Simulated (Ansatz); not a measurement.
ClH2MgN (`[NH2][Mg][Cl]`). Total charge 0; spin multiplicity 1. The structure was optimised at the PBE0-D4/def2-TZVP level. It is one conformer, not always the lowest.

```xyz
5

N    -0.388    0.726   -0.468
Mg    0.379   -0.710    0.459
Cl    1.273   -2.385    1.539
H    -1.366    0.845   -0.683
H     0.102    1.523   -0.847
```

Question: What is the dipole moment at PBE/def2-TZVPP? (Estimate.)

Answer: Ansatz gave: 2.25 D, with components (-0.92, 1.72, -1.11) D in this frame, pointing from negative to positive charge.

Question: And with r2SCAN, B3LYP, ωB97M-V? (Estimate.)

Answer: The calculation gave: r2SCAN 2.30 D, B3LYP 2.25 D, ωB97M-V 2.27 D.

Question: Give the Mulliken charges with PBE, B3LYP, r2SCAN in def2-TZVPP. (An estimate is asked.)

Answer: Ansatz gave: 
```tsv
atom	PBE	B3LYP	r2SCAN
N1	-0.63	-0.64	-0.72
Mg2	0.76	0.81	0.86
Cl3	-0.42	-0.44	-0.47
H4	0.15	0.14	0.16
H5	0.15	0.14	0.16
```

B3LYP here is the variant with VWN-RPA as its local correlation; programs differ in this.
